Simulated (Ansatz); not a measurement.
Molecule: disilane, Si2H6 (charge 0, singlet). SMILES: [SiH3][SiH3]
Structure (B3LYP-D3(BJ)/def2-TZVP (Ansatz, a quantum-chemistry and plane-wave program) minimum search):
```xyz
8

Si     0.0002    -0.0110     1.1721
Si    -0.0002     0.0110    -1.1721
H     -0.0004     1.3752     1.6997
H     -1.2040    -0.7120     1.6803
H      1.2055    -0.7108     1.6798
H      0.0004    -1.3752    -1.6997
H     -1.2055     0.7108    -1.6798
H      1.2040     0.7120    -1.6803
```
Charge 0, spin multiplicity 1.

Quantity: enthalpy of formation at 298 K, in kcal/mol. Terms: 6-31G* and kin with 6d, 5d where marked; LANL2DZ with its own core potentials from Na on; 6-311+G** with 5d, 6d on Na to Ar in Ansatz; no spin-orbit coupling; non-relativistic; UHF or UKS for open shells; frozen cores in correlated levels. Basis-set limits of correlation are two-point, X^-3; Hartree-Fock from the larger set. The bracket is a focal-point correction in the basis named. First-principles rows: single points at B3LYP-D3(BJ) geometries (Ansatz), with unscaled harmonic terms from B3LYP/6-31G* (Ansatz) at its own minima, enthalpies of formation by atomisation with measured atoms.

Measured values: G2/97 table in ASE (Curtiss et al.); they hold spin-orbit and core effects, anharmonicity. For [SiH3][SiH3] (Si2H6) (enthalpy of formation at 298 K) the tabulated value and RI-MP2/CBS(def2-TZVPPD,def2-QZVPPD)+[CCSD(T)-MP2]/def2-TZVPPD (Ansatz) part by 5.6 kcal/mol: another conformer or state, missing terms or a fault of the table's entry are possible. 

Value to compare with, the measured value: 19.1 kcal/mol.

```csv
level,program,enthalpy of formation at 298 K (kcal/mol),error
MP2/STO-3G,Ansatz,-97.0,-116.1
MP2/3-21G,Ansatz,134.8,115.7
MP2/LANL2DZ,Ansatz,112.3,93.2
MP2/6-31G*,Ansatz,91.2,72.1
MP2/6-311+G**,Ansatz,54.9,35.8
"RI-MP2/CBS(def2-TZVPPD,def2-QZVPPD)+[CCSD(T)-MP2]/def2-TZVPPD",Ansatz,13.5,-5.6
```

4 of the 5 habitual levels lie above the measured value; their mean absolute error is 86.6 kcal/mol, the median 93.2.

The sets are all those run for this method; left out are runs that failed, that the program found above a lower state of the same kind, or whose <S^2> lies over 0.5 above the pure value.
